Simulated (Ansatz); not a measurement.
Born–Oppenheimer molecular dynamics of C2H6Si (9 atoms, charge 0, multiplicity 1). It starts at the highest image of a converged band, a first-order saddle point between two minima.

The calculation used Ansatz, RKS B3LYP/STO-3G.

| Item | Value |
| --- | --- |
| ensemble | NVE (velocity Verlet) |
| time step | 0.5 fs |
| steps asked | 200 |
| starting velocities drawn for | 100 K |
| seed | 3533 |

Frames 1 fs apart, positions in Å, forces in eV/Å.

Velocities at 15.0 fs (Å/ps):

```
C -1.48 -1.51 -0.19
C -2.34 -6.22 -0.68
Si 3.06 -0.03 3.57
H 6.14 -3.61 3.37
H 2.20 -9.62 -3.73
H -10.18 11.72 2.65
H 13.86 14.91 -3.57
H -56.06 77.06 -87.55
H 4.16 2.41 -0.22
```

```xyz
9
Properties=species:S:1:pos:R:3:forces:R:3 time_fs=15.0 energy_less_start_eV=-0.894 T=1086
C -0.665 0.645 -0.649 0.40 0.10 0.54
C 0.525 -0.253 -0.209 -0.22 -1.98 0.08
Si 1.327 -0.646 1.389 1.17 0.68 0.97
H -1.446 0.014 -1.097 -0.28 0.22 -0.14
H -0.290 1.358 -1.399 -0.09 -0.06 -0.18
H -1.087 1.253 0.179 0.07 -0.47 -0.15
H 1.028 -0.701 -1.086 0.19 0.65 -0.22
H 0.171 -1.341 0.258 -1.09 0.77 -1.00
H 0.261 0.045 2.151 -0.16 0.10 0.11
9
Properties=species:S:1:pos:R:3:forces:R:3 time_fs=16.0 energy_less_start_eV=-1.077 T=1287
C -0.666 0.643 -0.649 0.58 0.58 0.73
C 0.523 -0.260 -0.210 -0.14 -1.16 -0.49
Si 1.330 -0.646 1.393 1.15 0.68 0.95
H -1.441 0.012 -1.094 -0.41 0.13 -0.19
H -0.289 1.348 -1.404 -0.15 0.03 -0.18
H -1.097 1.263 0.180 0.24 -0.68 -0.42
H 1.043 -0.682 -1.090 0.20 0.76 -0.13
H 0.109 -1.262 0.166 -1.29 -0.46 -0.43
H 0.264 0.048 2.151 -0.17 0.11 0.16
9
Properties=species:S:1:pos:R:3:forces:R:3 time_fs=17.0 energy_less_start_eV=-1.128 T=1344
C -0.667 0.642 -0.649 0.73 1.00 0.59
C 0.520 -0.268 -0.211 0.22 0.18 -1.10
Si 1.334 -0.646 1.397 1.00 0.65 0.91
H -1.441 0.010 -1.093 -0.42 0.10 -0.18
H -0.288 1.339 -1.410 -0.23 0.13 -0.15
H -1.104 1.265 0.178 0.31 -0.71 -0.48
H 1.059 -0.657 -1.096 0.18 0.77 -0.01
H 0.035 -1.187 0.070 -1.64 -2.22 0.25
H 0.266 0.052 2.153 -0.14 0.09 0.17
9
Properties=species:S:1:pos:R:3:forces:R:3 time_fs=18.0 energy_less_start_eV=-1.120 T=1338
C -0.668 0.642 -0.648 0.79 1.29 0.13
C 0.518 -0.276 -0.213 0.33 0.79 -1.27
Si 1.338 -0.645 1.401 0.72 0.60 0.82
H -1.444 0.010 -1.094 -0.31 0.16 -0.11
H -0.290 1.331 -1.418 -0.30 0.22 -0.09
H -1.109 1.262 0.171 0.27 -0.55 -0.32
H 1.078 -0.624 -1.102 0.12 0.68 0.08
H -0.054 -1.133 -0.023 -1.55 -3.24 0.59
H 0.266 0.057 2.156 -0.07 0.05 0.16
9
Properties=species:S:1:pos:R:3:forces:R:3 time_fs=19.0 energy_less_start_eV=-1.132 T=1348
C -0.667 0.643 -0.646 0.74 1.41 -0.52
C 0.516 -0.283 -0.216 -0.63 -0.18 -1.02
Si 1.342 -0.644 1.406 0.37 0.53 0.69
H -1.450 0.011 -1.096 -0.14 0.32 -0.02
H -0.295 1.325 -1.427 -0.32 0.30 -0.01
H -1.111 1.252 0.162 0.13 -0.24 0.03
H 1.097 -0.585 -1.107 0.04 0.50 0.12
H -0.158 -1.109 -0.111 -0.20 -2.61 0.61
H 0.266 0.062 2.161 0.02 -0.02 0.12
9
Properties=species:S:1:pos:R:3:forces:R:3 time_fs=20.0 energy_less_start_eV=-1.034 T=1238
C -0.666 0.645 -0.646 0.61 1.33 -1.15
C 0.513 -0.290 -0.220 -2.20 -1.66 -0.87
Si 1.347 -0.643 1.411 0.03 0.49 0.55
H -1.458 0.015 -1.098 0.01 0.50 0.05
H -0.303 1.321 -1.435 -0.30 0.36 0.06
H -1.112 1.241 0.152 -0.04 0.14 0.44
H 1.117 -0.541 -1.111 -0.04 0.27 0.13
H -0.262 -1.109 -0.194 1.84 -1.35 0.72
H 0.266 0.067 2.167 0.10 -0.08 0.07
9
Properties=species:S:1:pos:R:3:forces:R:3 time_fs=21.0 energy_less_start_eV=-0.798 T=981
C -0.665 0.648 -0.646 0.40 1.20 -1.51
C 0.509 -0.299 -0.225 -3.35 -2.60 -0.95
Si 1.351 -0.642 1.416 -0.25 0.47 0.39
H -1.465 0.025 -1.100 0.08 0.64 0.08
H -0.314 1.321 -1.443 -0.22 0.41 0.14
H -1.113 1.231 0.147 -0.16 0.43 0.75
H 1.137 -0.495 -1.114 -0.13 0.04 0.15
H -0.350 -1.123 -0.269 3.46 -0.47 0.95
H 0.267 0.072 2.174 0.17 -0.14 0.01
9
Properties=species:S:1:pos:R:3:forces:R:3 time_fs=22.0 energy_less_start_eV=-0.591 T=755
C -0.663 0.652 -0.647 0.12 1.18 -1.45
C 0.502 -0.310 -0.230 -3.82 -2.92 -1.17
Si 1.355 -0.641 1.421 -0.46 0.46 0.22
H -1.472 0.040 -1.101 0.07 0.65 0.06
H -0.326 1.325 -1.450 -0.09 0.45 0.20
H -1.116 1.225 0.149 -0.14 0.54 0.79
H 1.155 -0.448 -1.115 -0.23 -0.16 0.22
H -0.405 -1.142 -0.335 4.33 -0.03 1.15
H 0.270 0.075 2.181 0.20 -0.17 -0.02
9
Properties=species:S:1:pos:R:3:forces:R:3 time_fs=23.0 energy_less_start_eV=-0.560 T=721
C -0.661 0.657 -0.650 -0.21 1.32 -0.96
C 0.491 -0.323 -0.236 -3.73 -2.81 -1.41
Si 1.359 -0.640 1.426 -0.59 0.45 0.03
H -1.478 0.061 -1.101 -0.01 0.51 0.02
H -0.340 1.334 -1.455 0.06 0.47 0.25
H -1.120 1.224 0.158 0.05 0.43 0.53
H 1.171 -0.403 -1.114 -0.32 -0.34 0.33
H -0.419 -1.161 -0.390 4.55 0.14 1.24
H 0.274 0.076 2.188 0.21 -0.17 -0.03
9
Properties=species:S:1:pos:R:3:forces:R:3 time_fs=24.0 energy_less_start_eV=-0.734 T=913
C -0.659 0.663 -0.653 -0.51 1.51 -0.22
C 0.478 -0.338 -0.243 -3.13 -2.32 -1.57
Si 1.363 -0.638 1.432 -0.68 0.43 -0.18
H -1.484 0.087 -1.101 -0.14 0.24 -0.03
H -0.353 1.347 -1.458 0.22 0.46 0.30
H -1.123 1.227 0.172 0.31 0.21 0.11
H 1.184 -0.361 -1.110 -0.40 -0.49 0.44
H -0.390 -1.178 -0.434 4.16 0.10 1.18
H 0.280 0.076 2.194 0.17 -0.15 -0.01
9
Properties=species:S:1:pos:R:3:forces:R:3 time_fs=25.0 energy_less_start_eV=-1.032 T=1238
C -0.658 0.670 -0.656 -0.75 1.55 0.49
C 0.463 -0.355 -0.252 -1.95 -1.29 -1.51
Si 1.367 -0.636 1.437 -0.73 0.40 -0.42
H -1.492 0.116 -1.101 -0.25 -0.05 -0.08
H -0.364 1.364 -1.458 0.36 0.40 0.34
H -1.123 1.232 0.187 0.55 -0.01 -0.29
H 1.193 -0.324 -1.102 -0.43 -0.59 0.52
H -0.321 -1.195 -0.466 3.09 -0.32 0.92
H 0.288 0.074 2.201 0.11 -0.09 0.02
9
Properties=species:S:1:pos:R:3:forces:R:3 time_fs=26.0 energy_less_start_eV=-1.281 T=1510
C -0.657 0.679 -0.659 -0.94 1.26 0.97
C 0.446 -0.373 -0.262 -0.14 0.54 -1.04
Si 1.371 -0.634 1.442 -0.77 0.36 -0.68
H -1.502 0.143 -1.103 -0.30 -0.25 -0.10
H -0.371 1.385 -1.454 0.49 0.28 0.39
H -1.119 1.237 0.199 0.68 -0.14 -0.52
H 1.198 -0.292 -1.088 -0.36 -0.63 0.53
H -0.223 -1.216 -0.489 1.31 -1.41 0.40
H 0.297 0.071 2.207 0.03 -0.02 0.07
```

Of the whole run (100 fs, mean temperature of the second half 1066 K): The conserved energy stayed within 0.9 meV per atom of its start (net change -0.18 meV per atom), so the integration is sound. The system heated up, since it started high on the potential surface and ran downhill. A run of 0.1 ps of so small a system gives no equilibrium averages. The orbitals stay closed-shell, which can raise the energy where a bond breaks towards radicals; this wasn't checked here. Limits of this set-up: minimal basis.

Run time: 3.4 min on 1 thread of Arm Neoverse V2, with other jobs on the host, peak memory 0.09 GiB.
